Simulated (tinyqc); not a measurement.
Worked calculation: MP2 on RHF in the sto-6g basis, for H2O, spin multiplicity 1. One step of it, computed by the program tinyqc.

Problem. Second-order Moller-Plesset energy. E2 = sum_ijab (ia|jb) [2 (ia|jb) - (ib|ja)] / (e_i + e_j - e_a - e_b) over occupied i, j and virtual a, b; the opposite-spin part is (ia|jb)^2 / denominator, the rest is same-spin, and SCS-MP2 scales them by 6/5 and 1/3.

orbital energies (hartree): MO1 -20.494470, MO2 -1.286018, MO3 -0.645053, MO4 -0.451801, MO5 -0.396190, MO6 0.619154, MO7 0.781197

Two-electron integrals over orbitals (pq|rs), unique and non-zero (hartree):
```
(11|11) 4.761101    (21|11) -0.425229   (21|21) 0.061573    (22|11) 1.017639
(22|21) -0.013736   (22|22) 0.731839    (31|31) 0.011286    (32|31) 0.017913
(32|32) 0.147261    (33|11) 0.808682    (33|21) -0.004119   (33|22) 0.651359
(33|33) 0.642040    (41|11) 0.186178    (41|21) -0.023686   (41|22) 0.016545
(41|33) 0.006084    (41|41) 0.029737    (42|11) -0.124800   (42|21) 0.009748
(42|22) 0.008644    (42|33) 0.007038    (42|41) 0.019573    (42|42) 0.123930
(43|31) -0.003399   (43|32) 0.018344    (43|43) 0.045353    (44|11) 1.022760
(44|21) -0.013869   (44|22) 0.684404    (44|33) 0.607970    (44|41) -0.012318
(44|42) -0.105190   (44|44) 0.805190    (51|51) 0.026732    (52|51) 0.032286
(52|52) 0.144597    (53|53) 0.029350    (54|51) -0.013180   (54|52) -0.045524
(54|54) 0.056396    (55|11) 1.117076    (55|21) -0.011184   (55|22) 0.749574
(55|33) 0.634955    (55|41) 0.004578    (55|42) -0.063910   (55|44) 0.739454
(55|55) 0.880663    (61|11) -0.265141   (61|21) 0.041160    (61|22) -0.002147
(61|33) -0.000083   (61|41) -0.002708   (61|42) 0.020288    (61|44) -0.019356
(61|55) -0.006216   (61|61) 0.035923    (62|11) 0.327992    (62|21) -0.008060
(62|22) 0.145493    (62|33) 0.076788    (62|41) 0.018879    (62|42) 0.020074
(62|44) 0.098137    (62|55) 0.163025    (62|61) 0.004587    (62|62) 0.103609
(63|31) 0.003128    (63|32) -0.043598   (63|43) -0.027099   (63|63) 0.073204
(64|11) 0.198700    (64|21) -0.000990   (64|22) 0.089819    (64|33) 0.040653
(64|41) 0.003325    (64|42) -0.021645   (64|44) 0.113000    (64|55) 0.105933
(64|61) 0.001424    (64|62) 0.061534    (64|64) 0.060428    (65|51) 0.016635
(65|52) 0.061461    (65|54) -0.003170   (65|65) 0.039728    (66|11) 0.809185
(66|21) -0.007614   (66|22) 0.615903    (66|33) 0.575466    (66|41) 0.022069
(66|42) 0.061412    (66|44) 0.549566    (66|55) 0.589320    (66|61) 0.007091
(66|62) 0.095843    (66|64) 0.042578    (66|66) 0.599036    (71|31) 0.016136
(71|32) 0.023728    (71|43) -0.005080   (71|63) 0.004068    (71|71) 0.023139
(72|31) 0.013823    (72|32) 0.038989    (72|43) -0.032921   (72|63) 0.035812
(72|71) 0.018678    (72|72) 0.060927    (73|11) 0.364378    (73|21) -0.007407
(73|22) 0.137909    (73|33) 0.092503    (73|41) -0.001079   (73|42) -0.072769
(73|44) 0.166127    (73|55) 0.188477    (73|61) -0.006949   (73|62) 0.079394
(73|64) 0.070736    (73|66) 0.037129    (73|73) 0.149982    (74|31) -0.009618
(74|32) -0.075543   (74|43) 0.005935    (74|63) 0.042822    (74|71) -0.013388
(74|72) -0.016926   (74|74) 0.066414    (75|53) 0.023736    (75|75) 0.024493
(76|31) 0.009917    (76|32) 0.102823    (76|43) 0.044257    (76|63) -0.067809
(76|71) 0.013258    (76|72) -0.009255   (76|74) -0.057121   (76|76) 0.119321
(77|11) 0.883606    (77|21) -0.009488   (77|22) 0.629513    (77|33) 0.617468
(77|41) 0.003780    (77|42) -0.014074   (77|44) 0.617314    (77|55) 0.630721
(77|61) -0.005726   (77|62) 0.072298    (77|64) 0.038482    (77|66) 0.569625
(77|73) 0.096407    (77|77) 0.626435
```

Hartree-Fock energy = -75.67044728 hartree

Give: Terms; Pair energies; MP2 correlation energy; SCS-MP2 correlation energy; MP2 total energy.

Solution.

Terms:
```
i  j  a  b  (ia|jb)  (ib|ja)  denominator       term
3  3  7  7   0.1500   0.1500      -2.8525    -0.0079
2  3  6  7   0.0794   0.0358      -3.3314    -0.0029
3  2  7  6   0.0794   0.0358      -3.3314    -0.0029
2  2  6  6   0.1036   0.1036      -3.8103    -0.0028
3  4  7  6   0.0707   0.0428      -2.4972    -0.0028
4  3  6  7   0.0707   0.0428      -2.4972    -0.0028
3  3  6  6   0.0732   0.0732      -2.5284    -0.0021
4  4  7  7   0.0664   0.0664      -2.4660    -0.0018
4  4  6  6   0.0604   0.0604      -2.1419    -0.0017
2  4  6  6   0.0615   0.0615      -2.9761    -0.0013
4  2  6  6   0.0615   0.0615      -2.9761    -0.0013
2  2  7  7   0.0609   0.0609      -4.1344    -0.0009
5  5  6  6   0.0397   0.0397      -2.0307    -0.0008
4  3  7  6   0.0428   0.0707      -2.4972  -2.56e-04
3  4  6  7   0.0428   0.0707      -2.4972  -2.56e-04
5  5  7  7   0.0245   0.0245      -2.3548  -2.55e-04
2  4  7  7  -0.0169  -0.0169      -3.3002  -8.68e-05
4  2  7  7  -0.0169  -0.0169      -3.3002  -8.68e-05
2  3  7  6   0.0358   0.0794      -3.3314   8.35e-05
3  2  6  7   0.0358   0.0794      -3.3314   8.35e-05
1  1  6  6   0.0359   0.0359     -42.2272  -3.06e-05
1  2  7  7   0.0187   0.0187     -23.3429  -1.49e-05
2  1  7  7   0.0187   0.0187     -23.3429  -1.49e-05
1  1  7  7   0.0231   0.0231     -42.5513  -1.26e-05
1  4  7  7  -0.0134  -0.0134     -22.5087  -7.96e-06
4  1  7  7  -0.0134  -0.0134     -22.5087  -7.96e-06
3  1  7  6  -0.0069   0.0041     -22.5399  -5.54e-06
1  3  6  7  -0.0069   0.0041     -22.5399  -5.54e-06
3  1  6  7   0.0041  -0.0069     -22.5399  -2.72e-06
1  3  7  6   0.0041  -0.0069     -22.5399  -2.72e-06
2  1  6  6   0.0046   0.0046     -23.0188  -9.14e-07
1  2  6  6   0.0046   0.0046     -23.0188  -9.14e-07
1  4  6  6   0.0014   0.0014     -22.1846  -9.14e-08
4  1  6  6   0.0014   0.0014     -22.1846  -9.14e-08
```

Pair energies (hartree; pair i-j sums ij and ji):
```
pair  opposite spin  same spin
1-1       -4.31e-05     0.0000
2-1       -3.17e-05     0.0000
2-2         -0.0037     0.0000
3-1       -5.75e-06  -1.08e-05
3-2         -0.0046    -0.0011
3-3         -0.0100     0.0000
4-1       -1.61e-05     0.0000
4-2         -0.0027     0.0000
4-3         -0.0055    -0.0006
4-4         -0.0035     0.0000
5-5         -0.0010     0.0000
```

MP2 correlation energy = -0.032866 hartree

SCS-MP2 correlation energy = -0.037901 hartree

MP2 total energy = -75.703313 hartree
